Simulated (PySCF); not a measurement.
Compound: C5H10O.
InChI=1S/C5H10O/c1-3-5-6-4-2/h3H,1,4-5H2,2H3

Computed, not measured: PySCF, TDDFT CAM-B3LYP/def2-SVPD, vertical, gas phase, core orbitals frozen in the response. The structure is a single GFN2-xTB conformer in the gas phase; no vibrational or solvent corrections. Torsions of this conformer, `[CH2:1]=[CH:2][CH2:3][O:4][CH2:5][CH3:6]`: C1–C2–C3–O4 -141°, C2–C3–O4–C5 -178°, C3–O4–C5–C6 -179°.

Q: List the vertical singlet excitations with oscillator strengths and describe the spectrum.

A: 

| state | E (eV) | ν̃ (cm⁻¹) | f | main configurations (H = HOMO, L = LUMO) |
| --- | --- | --- | --- | --- |
| S1 | 7.04 | 56790 | 0.098 | H→L (90%) |
| S2 | 7.22 | 58250 | 0.015 | H→L+1 (75%) |
| S3 | 7.57 | 61090 | 0.050 | H→L+2 (41%), H-1→L+1 (29%), H-1→L+2 (11%) |
| S4 | 7.78 | 62760 | 0.366 | H-1→L (83%) |
| S5 | 7.99 | 64480 | 0.027 | H→L+3 (39%), H→L+4 (28%), H→L+2 (10%) |
| S6 | 8.10 | 65320 | 0.0018 | H-3→L (44%), H-2→L (41%) |
| S7 | 8.21 | 66220 | 0.024 | H→L+4 (43%), H-1→L+2 (28%), H→L+2 (9%) |
| S8 | 8.32 | 67110 | 0.019 | H-1→L+1 (32%), H-1→L+3 (21%), H→L+2 (15%) |

Triplets (Tamm–Dancoff): T1 4.47 eV, H→L (45%), H-1→L (41%); T2 6.92 eV, H→L (38%), H-1→L (28%), H→L+1 (17%); T3 7.16 eV, H→L+1 (52%), H-1→L (15%).

The lowest singlet comes at 176 nm (679 kJ/mol) in the vacuum ultraviolet; it is of moderate strength; its leading configuration is HOMO→LUMO (90%). The most intense listed level is S4 at 7.78 eV (159 nm, f = 0.366), 0.74 eV above S1. Löwdin shares by element: HOMO carbon 43% or more, oxygen 33% (atoms not listed hold the other 24%); LUMO carbon 68% or more, hydrogen 7% or more (atoms not listed hold the other 26%). The oscillator strengths of these states sum to 0.601; summed over the whole spectrum of an exact calculation they would give the number of electrons, 48 (Thomas–Reiche–Kuhn). The listed states span 1.28 eV, and the widest gap between neighbours is 0.35 eV (S2 to S3). Orbital energies (eV): HOMO-3 -11.22, HOMO-2 -10.59, HOMO-1 -9.26, HOMO -8.75, LUMO 1.33, LUMO+1 1.49, LUMO+2 1.82. Singlets were solved by full linear response, triplets in the Tamm–Dancoff approximation.

On one thread, Arm Neoverse V1, on a shared host, this took 34 s.
